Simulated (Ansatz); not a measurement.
# One element changed: vertical ionisation energies of H2O, H₂S

Ansatz 0.2.0, functionals in def2-QZVPP, HF, MP2 and coupled cluster extrapolated from def2-TZVPP and def2-QZVPP (exp(−7.88 √X), X^−2.97); geometries are PBE0/def2-TZVP minima. Wave-function levels freeze the cores; HF, MP2 and coupled cluster are restricted for singlets and unrestricted otherwise, Kohn–Sham unrestricted where that lies lower. The best estimate adds to that CCSD(T) limit the step from CCSD(T) to the highest level run in a smaller set (CCSDT(Q)/cc-pVTZ, CCSDTQ/cc-pVTZ, full CI/cc-pVDZ). It lacks core correlation, which semilocal and hybrid functionals hold and which counts in their errors here, (a few kJ/mol in atomization energies of light atoms) is good to about 1 kcal/mol where the step is under 0.06 eV, as here, and is no measured value. An error is the level's value less this estimate. Energies are electronic, without zero-point terms. No spin–orbit coupling and no scalar relativity. CCSD(T)'s error is that step with its sign reversed, by construction, and steps from double-zeta sets run high. The species are chosen: bound, without strong static correlation by their natural occupations or amplitudes, in their lowest spin state as far as vertical gaps and like structures tell, with only the lowest ion state computed, and with a ladder that closes on the reference, so errors are smaller than for species at large; levels whose determinant breaks symmetry or spin markedly are left out.

```csv
species,bonds (Å),quantity,symmetry of the states,reference,value (eV),error MP2,error CCSD(T),error PBE,error r2SCAN,error PBE0
"H2O, singlet","O–H 0.960, angle at O 105°",vertical ionisation to the doublet,A1 / B1,limit + step to full CI/cc-pVDZ,12.782,0.192,-0.006,-0.022,-0.245,-0.203
"H2S, singlet","S–H 1.341, angle at S 92°",vertical ionisation to the doublet,A1 / B1,limit + step to CCSDTQ and CCSDT(Q)/cc-pVTZ,10.508,0.007,0.000,-0.130,-0.184,-0.156
```

The reference falls from O to S, by 2.274 eV in all.
